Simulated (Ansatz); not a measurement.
Fluorite CeO2, treated with r²SCAN in Ansatz (PAW).

Run with plane-wave cutoff 600 eV, 8×8×8 k mesh, no spin polarisation, scalar-relativistic PAW data made under PBE.

Computed at the level's own relaxed cell.

Problem. Predict the elastic constant C44, elastic constant C12, Young modulus, Voigt–Reuss–Hill shear modulus (Hill average), Voigt–Reuss–Hill bulk modulus and elastic constant C11.

Solution. 
elastic constant C44: 55.3 GPa
elastic constant C12: 106 GPa
Young modulus: 207 GPa
Voigt–Reuss–Hill shear modulus (Hill average): 78.3 GPa
Voigt–Reuss–Hill bulk modulus: 192 GPa
elastic constant C11: 364 GPa

Measured, for comparison: elastic constant C44 60 GPa, elastic constant C12 105 GPa, elastic constant C11 403 GPa (temperature not stated, no zero-point or thermal correction; as tabulated in Atomistic and experimental study on thermal conductivity of bulk and porous …). Computed (rounded) less measured: elastic constant C44 -8 %, elastic constant C12 +1.0 %, elastic constant C11 -10 %.

Elastic constants are with the ions relaxed.

Spin–orbit coupling is not included.

Computed values are for the static lattice.

The result took roughly 3 core-minutes.

Ansatz is a program for electronic structure.
